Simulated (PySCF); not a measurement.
## Frontier levels across methods

F2.
Z-matrix (Å and degrees, PBE0-D3(BJ)/def2-SVP geometry), rows numbered from 1:
```
F 
F   1  1.3766
```

The species is `FF` (F2).

Basis pcSseg-2 throughout (PySCF), one geometry. Isolated species at its PBE0-D3(BJ)/def2-SVP geometry, gas phase.

How do the orbital energies and the gap change with the method?

```
   method                    kind  HOMO (eV)  LUMO (eV)  gap (eV)  SCF cycles
     OPBE                     GGA      -9.22      -5.00      4.21          12
      PBE                     GGA      -9.28      -5.14      4.14           9
     BLYP                     GGA      -9.29      -5.11      4.18           9
     BP86                     GGA      -9.40      -5.22      4.18          10
    B97-D                     GGA      -9.40      -5.16      4.25          11
      LDA                     LDA      -9.49      -5.56      3.93          11
      KT2                     GGA      -9.55      -4.87      4.68          12
      KT3                     GGA      -9.60      -5.00      4.61          12
    B97-2           global hybrid     -11.31      -3.55      7.75          10
    B3LYP           global hybrid     -11.36      -3.84      7.52           9
     PBE0           global hybrid     -11.66      -3.32      8.34          10
 mPW1PW91           global hybrid     -11.72      -3.34      8.38          10
CAM-B3LYP  range-separated hybrid     -13.34      -2.14     11.20           9
  wB97X-D  range-separated hybrid     -13.63      -1.30     12.33          10
BHandHLYP           global hybrid     -14.09      -1.52     12.57           9
  LC-wPBE  range-separated hybrid     -14.54      -0.79     13.75          11
       HF            Hartree–Fock     -17.96       2.97     20.94           8
```

The HOMO spans 8.75 eV, from OPBE down to HF, and the gap runs from 3.93 eV (LDA) to 20.94 eV (HF). Over the methods OPBE (0 %), PBE (0 %), BLYP (0 %), BP86 (0 %), B97-D (0 %), LDA (0 %), KT2 (0 %), KT3 (0 %), B97-2 (21 %), B3LYP (20 %), PBE0 (25 %), mPW1PW91 (25 %), BHandHLYP (50 %), HF (100 %), a straight line through the gap against the share of exact exchange rises by 1.66 eV for each 10 % (correlation coefficient 0.999). The dipole is below 0.03 D at every level.

The vertical ΔSCF ionisation energy at CAM-B3LYP/def2-SVPD is 16.15 eV; −ε(HOMO) comes closest to it with LC-wPBE (14.54 eV).
